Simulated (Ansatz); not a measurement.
**CH₃FSi (SMILES C=[SiH]F): single points off equilibrium**

How do the functionals fare away from a minimum? The structure is a structure displaced at random from a GFN2-xTB minimum.

Method: single points in def2-TZVPP; program: Ansatz 0.2.0, Gaussian basis.

Cores are frozen in the correlated methods.

**1. The starting structure**

SMILES `C=[SiH]F`, 6 atoms, charge 0, spin multiplicity 1.

Atoms are counted from 1 here; the program's logs count them from 0.

Bond lengths: C1–Si2 1.754 Å, C1–H4 1.142 Å, C1–H5 1.122 Å, Si2–F3 1.553 Å, Si2–H6 1.336 Å. Angles: Si2–C1–H4 124.2°, Si2–C1–H5 124.5°, H4–C1–H5 111.3°, C1–Si2–F3 121.5°, C1–Si2–H6 134.7°, F3–Si2–H6 103.7°.

Geometry (Å):

```xyz
6
charge 0, multiplicity 1
C    -0.6728    0.3634   -0.6175
Si    0.5886   -0.0821    0.5172
F     1.0006   -1.5639    0.7309
H    -1.1669   -0.3647   -1.3456
H    -1.0660    1.4052   -0.7545
H     1.3335    0.5851    1.4028
```

**2. CCSD(T)/def2-TZVPP**

run/in.yaml reads:

```yaml
crystal:
  periodic: [false, false, false]
  atoms:
    - {symbol: C, position_ang: [-0.672800, 0.363400, -0.617500]}
    - {symbol: Si, position_ang: [0.588600, -0.082100, 0.517200]}
    - {symbol: F, position_ang: [1.000600, -1.563900, 0.730900]}
    - {symbol: H, position_ang: [-1.166900, -0.364700, -1.345600]}
    - {symbol: H, position_ang: [-1.066000, 1.405200, -0.754500]}
    - {symbol: H, position_ang: [1.333500, 0.585100, 1.402800]}
basis:
  gaussian: {orbitals: def2-TZVPP}
correlation: {method: ccsd_t}
output: {forces: true}
```

No record of the launch command was kept for these runs.

**3. PBE0-D4/def2-TZVPP**

run/in.yaml: that of step 2 with these lines changed.

```diff
@@ -11,3 +11,3 @@
   gaussian: {orbitals: def2-TZVPP}
-correlation: {method: ccsd_t}
-output: {forces: true}
+hamiltonian: {xc: pbe0, dispersion: d4}
+output: {forces: true, orbitals: {seedname: orbitals}}
```

**4. wB97M-V/def2-TZVPP**

run/in.yaml: that of step 3 with these lines changed.

```diff
@@ -11,3 +11,3 @@
   gaussian: {orbitals: def2-TZVPP}
-hamiltonian: {xc: pbe0, dispersion: d4}
-output: {forces: true, orbitals: {seedname: orbitals}}
+hamiltonian: {xc: {name: wB97M-V}}
+output: {forces: true}
```

**5. r2SCAN-D4/def2-TZVPP**

run/in.yaml: that of step 4 with these lines changed.

```diff
@@ -11,3 +11,3 @@
   gaussian: {orbitals: def2-TZVPP}
-hamiltonian: {xc: {name: wB97M-V}}
+hamiltonian: {xc: r2scan, dispersion: d4}
 output: {forces: true}
```

**6. PBE-D4/def2-TZVPP**

run/in.yaml: that of step 5 with these lines changed.

```diff
@@ -11,3 +11,3 @@
   gaussian: {orbitals: def2-TZVPP}
-hamiltonian: {xc: r2scan, dispersion: d4}
+hamiltonian: {xc: pbe, dispersion: d4}
 output: {forces: true}
```

**7. BLYP-D4/def2-TZVPP**

run/in.yaml: that of step 6 with these lines changed.

```diff
@@ -11,3 +11,3 @@
   gaussian: {orbitals: def2-TZVPP}
-hamiltonian: {xc: pbe, dispersion: d4}
+hamiltonian: {xc: {name: BLYP}, dispersion: d4}
 output: {forces: true}
```

**8. SPW92/def2-TZVPP**

run/in.yaml: that of step 7 with these lines changed.

```diff
@@ -11,3 +11,3 @@
   gaussian: {orbitals: def2-TZVPP}
-hamiltonian: {xc: {name: BLYP}, dispersion: d4}
+hamiltonian: {xc: lda}
 output: {forces: true}
```

(Steps that only read results are left out.)

What does the calculation give? Wanted: energy less free atoms, CCSD(T)/def2-TZVPP; RMS force component; RMS force error; HOMO and LUMO, PBE0-D4; T1 diagnostic.

As calculated:

| quantity | value |
| --- | --- |
| energy less free atoms, CCSD(T)/def2-TZVPP | -2059.2 kJ/mol |
| RMS force component | 1.555 to 1.656 eV/Å over the methods |
| RMS force error | PBE0-D4 0.162, wB97M-V 0.215, r2SCAN-D4 0.121, PBE-D4 0.218, BLYP-D4 0.242, SPW92 0.257 eV/Å |
| HOMO and LUMO, PBE0-D4 | -6.40 and -0.97 eV |
| T1 diagnostic | 0.014 |

Against CCSD(T) the functionals' energies less atoms differ by -351.6 to -35.7 kJ/mol, PBE-D4 by -82.8 kJ/mol. A larger basis would deepen the CCSD(T) value, while the functionals are nearly converged already, so the order here is not reliable. The forces of r2SCAN-D4 come nearest to CCSD(T), those of SPW92 are farthest. Frozen-core CCSD(T) forces in triple zeta carry basis errors of their own, and this is one geometry, so small gaps rank nothing. The restricted Hartree–Fock reference is unstable towards an unrestricted one at one or more of these structures.
